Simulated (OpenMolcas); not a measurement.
# How basis sets differ on SiN2H6 (SMILES NN[SiH3])

The species is SiN2H6 (9 atoms), meant as a singlet with charge 0. SMILES: `NN[SiH3]`. The coordinates come from a PBE0-D4/def2-TZVP relaxation. This is one conformer, not always the lowest.

```csv
atom,x (Å),y (Å),z (Å)
N,-0.5588,0.9250,-1.2031
N,-0.2855,0.7082,0.1597
Si,0.4084,-0.7366,0.7675
H,0.2679,0.7613,-1.7675
H,-1.2905,0.2976,-1.5156
H,-0.3775,1.5493,0.7018
H,1.7292,-1.0400,0.1396
H,-0.4698,-1.9073,0.4845
H,0.5765,-0.5573,2.2330
```

Quantity: the dipole moment, in D. The values are calculated.

```json
{"level": "HF/ANO-RCC-MB (DKH2)", "kind": "Hartree–Fock", "program": "OpenMolcas", "value (D)": "0.74", "CPU time": "5.7 s"}
{"level": "HF/STO-3G", "kind": "Hartree–Fock", "program": "OpenMolcas", "value (D)": "1.29", "CPU time": "1.8 s"}
{"level": "HF/3-21G", "kind": "Hartree–Fock", "program": "OpenMolcas", "value (D)": "0.73", "CPU time": "2 s"}
{"level": "HF/ANO-RCC-VDZ (DKH2, RICD fitting)", "kind": "Hartree–Fock", "program": "OpenMolcas", "value (D)": "1.12", "CPU time": "6.3 s"}
{"level": "HF/6-311+G**", "kind": "Hartree–Fock", "program": "OpenMolcas", "value (D)": "0.59", "CPU time": "14 s"}
```

The values span 0.59 to 1.29 D. Magnitudes only. Sets without polarisation functions give poor dipoles. CPU times are rough (shared hosts, several kinds of processor and program).
